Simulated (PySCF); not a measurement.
Species: C2ClFN (charge -1).
Atom-mapped SMILES: `[N:1]#[C:2][C-:3]([F:4])[Cl:5]`

Geometry (PBE0-D3(BJ)/def2-SVP, Å), atoms numbered from 1 in this order:
```xyz
5
C2ClFN angstrom
N      2.0489   -0.0500    0.1068
C      0.8793    0.0486    0.0988
C     -0.5112    0.3196    0.2752
F     -1.0144    0.9870   -0.8386
Cl    -1.3947   -1.3070    0.3355
```

The computed photoelectron lines, unassigned: C 1s: 286.61 (area 1), 287.88 (area 1) eV; N 1s: 399.24 eV; F 1s: 687.38 eV; Cl 1s: 2823.25 eV; Cl 2p3/2: 200.67 eV.

Method: delta-SCF UKS SCAN, pcX-2 on the ionised atom, pcseg-1 elsewhere, spin-free X2C in PySCF. Geometry: PBE0-D3(BJ)/def2-SVP; no solvent, vibrations or thermal averaging.

(1) Assign the C 1s lines to atoms.

## Answers

(1) 286.61 eV: C2 (carbon bonded to C and N); 287.88 eV: C3 (carbon bonded to C, Cl and F). The listed C 1s values span 1.27 eV, from C2 (bonded to N (triple bond) and C) to C3 (bonded to F, Cl and C). Summing the Pauling electronegativity differences to the bonded atoms, each weighted by its formal bond order, gives +1.47 for the lowest site and +2.04 for the highest.

Bonded neighbours of each site: N1: C (triple bond); C2: N (triple bond) and C; C3: F, Cl and C; F4: C; Cl5: C.

Q: Which photon energy gives electrons from C 1s of C3 a kinetic energy of 100 eV, and what is their de Broglie wavelength?

A: hν = 287.88 + 100 = 387.88 eV, recoil neglected; λ = 12.264 Å/√(E/eV) = 1.23 Å.

Spin–orbit coupling isn't in the SCF: each 2p doublet comes from a relaxed spin-free hole plus a matrix of the shell (mean-field spin–orbit coupling and the ground-state 2p splitting), with 2p3/2 averaged over its two sublevels. 2p1/2 minus 2p3/2 (ligand field included): Cl 1.65 eV. The species carries charge -1, so core ionisation leaves a neutral species. The basis sets have no added diffuse functions.
